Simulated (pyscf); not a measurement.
Thermochemistry of product channels of F⁻ (SMILES [F-]) + Cl–CH₂–Cl (SMILES ClCCl) on the singlet surface, in kJ/mol, from ωB97M-D3(BJ)/def2-TZVPD energies (ideal gas, 1 atm, RRHO with modes under 100 cm⁻¹ raised to 100, one conformer, R ln 2 for rigid chiral ones). Single points on ωB97X-D3(BJ)/def2-SVPD structures (PySCF, gas phase).

| products | ΔE | ΔH(298 K) | ΔG(298 K) | ΔG(600 K) |
|---|---|---|---|---|
| HF (SMILES F) + Cl–CH⁻–Cl (SMILES Cl[CH-]Cl) | +45.8 | +34.8 | +23.4 | +10.8 |
| H₂C⁻–F (SMILES [CH2-]F) + Cl–Cl (SMILES ClCl) | +307.7 | +295.9 | +284.2 | +272.4 |
| F–C⁻(Cl)–Cl (SMILES F[C-](Cl)Cl) + H₂ (SMILES [H][H]) | +82.7 | +53.5 | +48.5 | +40.8 |
| F–CH⁻–Cl (SMILES F[CH-]Cl) + HCl (SMILES Cl) | +85.9 | +70.2 | +56.1 | +41.2 |
| F–CH₂–Cl (SMILES FCCl) + Cl⁻ (SMILES [Cl-]) | -154.7 | -151.3 | -151.9 | -152.2 |

The channel to HF + Cl–CH⁻–Cl turns favourable between 298 and 1200 K (ΔG from +23.4 kJ/mol to -15.0 kJ/mol).

These are energies of the channels, which say nothing of barriers.
